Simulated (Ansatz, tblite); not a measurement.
# AlH2(OH) (AlH3O): a ladder of methods and basis sets

One table from this session's results is given with a row withheld; the runs are named, their logs left out.

The runs use Ansatz 0.2.0, Gaussian basis; as each input shows.

Levels to be run: GFN1-xTB, GFN2-xTB, PBE-D4/def2-TZVP, r2SCAN-D4/def2-TZVP, CAM-B3LYP-D4/def2-TZVP, B3LYP-D4/def2-TZVP, B97M-V/def2-TZVP, BHLYP-D4/def2-TZVP, ωB97X-V/def2-TZVP, ωB97M-V/def2-TZVP, revPBE-D4/def2-TZVP, PBE-D4/def2-SVP, PBE0-D4/def2-SVP, HF/STO-3G, PBE0-D4/def2-TZVPD, PBE-D4/def2-TZVPD, r2SCAN-D4/def2-TZVPD, CCSD(T)/def2-TZVPP, MP2/def2-TZVP, RPA/def2-TZVP, CCSD(T)/def2-TZVPD.

## The relaxed structure

The singlet was relaxed beforehand with r2SCAN-D4/def2-TZVP.

5 atoms, charge 0, spin multiplicity 1.

Bond lengths: Al1–H2 1.583 Å, Al1–H3 1.576 Å, Al1–O4 1.697 Å, O4–H5 0.958 Å. Angles: H2–Al1–H3 124.4°, H2–Al1–O4 119.8°, H3–Al1–O4 115.7°, Al1–O4–H5 123.2°.

PBE0-D4/def2-TZVP was run before; its log isn't repeated, and its numbers join the tables.

The first run:

Tight binding, by tblite at 300 K electronic temperature and without a spin-polarisation term:

```python
tblite.interface.Calculator('GFN1-xTB', numbers, positions, charge=0, uhf=0).singlepoint()
```

Tight binding, by tblite at 300 K electronic temperature and without a spin-polarisation term:

```python
tblite.interface.Calculator('GFN2-xTB', numbers, positions, charge=0, uhf=0).singlepoint()
```

start.molden holds the orbitals of an earlier run on this state, given as this run's starting guess.

Contents of in.yaml:

```yaml
crystal:
  periodic: [false, false, false]
  atoms:
    - {symbol: Al, position_ang: [0.191628, 0.463025, -0.106073]}
    - {symbol: H, position_ang: [1.749349, 0.186542, -0.171388]}
    - {symbol: H, position_ang: [-0.473225, 1.873431, -0.332347]}
    - {symbol: O, position_ang: [-0.878374, -0.811341, 0.227439]}
    - {symbol: H, position_ang: [-0.589378, -1.711657, 0.382369]}
basis:
  gaussian: {orbitals: def2-TZVP, initial_orbitals: start.molden}
hamiltonian: {xc: pbe, dispersion: d4}
scf: {omitted_lower_state_checks: [starts]}
output: {forces: true, orbitals: {seedname: orbitals}}
```

On the command line:

```bash
$ ansatz run in.yaml --threads 4 --pin off --events-out ev --progress --plain --max-ram 3916MiB
```

Steps of the session up to this table: PBE-D4/def2-TZVP; r2SCAN-D4/def2-TZVP; CAM-B3LYP-D4/def2-TZVP; B3LYP-D4/def2-TZVP; B97M-V/def2-TZVP; BHLYP-D4/def2-TZVP; ωB97X-V/def2-TZVP; ωB97M-V/def2-TZVP; revPBE-D4/def2-TZVP; PBE-D4/def2-SVP; PBE0-D4/def2-SVP; HF/STO-3G; PBE0-D4/def2-TZVPD; PBE-D4/def2-TZVPD; r2SCAN-D4/def2-TZVPD; CCSD(T)/def2-TZVPP; MP2/def2-TZVP; RPA/def2-TZVP; CCSD(T)/def2-TZVPD.

One table of the session follows, with a row left open; its other results are not shown here.

It belongs to the step «Levels side by side». 

```
                 level  HOMO (eV)  LUMO (eV)  gap (eV)
             HF/STO-3G      -8.45       9.54     17.99
       PBE-D4/def2-SVP      -6.88      -1.56      5.32
      PBE-D4/def2-TZVP      -7.03      -1.72      5.31
     PBE-D4/def2-TZVPD      -7.08      -1.78      5.30
   revPBE-D4/def2-TZVP      -7.01      -1.62      5.38
   r2SCAN-D4/def2-TZVP      -7.36      -1.33      6.04
  r2SCAN-D4/def2-TZVPD          ?          ?         ?
      B97M-V/def2-TZVP      -7.46      -1.63      5.83
    B3LYP-D4/def2-TZVP      -8.19      -1.19      7.01
      PBE0-D4/def2-SVP      -8.27      -0.80      7.48
     PBE0-D4/def2-TZVP      -8.38      -0.96      7.42
    PBE0-D4/def2-TZVPD      -8.41      -1.02      7.39
    BHLYP-D4/def2-TZVP      -9.66      -0.24      9.42
CAM-B3LYP-D4/def2-TZVP      -9.81      -0.07      9.74
     ωB97X-V/def2-TZVP     -10.83       0.93     11.77
     ωB97M-V/def2-TZVP     -10.61       0.63     11.24
```

Estimate the missing values for r2SCAN-D4/def2-TZVPD.

The run gave: HOMO (eV): -7.39; LUMO (eV): -1.36; gap (eV): 6.03. In the column «HOMO (eV)» it lies between B97M-V/def2-TZVP (-7.46) and r2SCAN-D4/def2-TZVP (-7.36).
